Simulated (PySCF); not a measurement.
**Working out the electron affinity of C**

C⁻ [He] 2s2 2p3 (4S) → C [He] 2s2 2p2 (3P). Computed with PySCF 2.14 in aug-cc-pVDZ-DK, with scalar relativity by spin-free X2C-1e. Frozen: 1s2. Energies in hartree (1 hartree = 27.21139 eV):

| part | C⁻ (lower) | C (upper) |
| --- | --- | --- |
| UHF | -37.719750 | -37.702689 |
| CCSD correlation | -0.098954 | -0.075844 |
| (T) | -0.002996 | -0.001260 |

What does Hartree-Fock give?

(-37.702689) − (-37.719750) = 0.017061 hartree = 0.464 eV.

What do CCSD and CCSD(T) give?

The CCSD correlation energies differ by 0.023110 hartree = 0.629 eV and the triples by 0.001736 hartree = 0.047 eV, so CCSD gives 1.093 eV and CCSD(T) 1.140 eV.

A first-order spin-orbit estimate adds -0.004 eV to CCSD(T) (valence), giving 1.136 eV against 1.262 eV (measured; photodetachment measurements, as compiled on the Wikipedia data page of electron affinities).

A double-zeta basis recovers only part of the correlation energy.

What remains against the reference includes basis incompleteness, the frozen core and higher excitations.
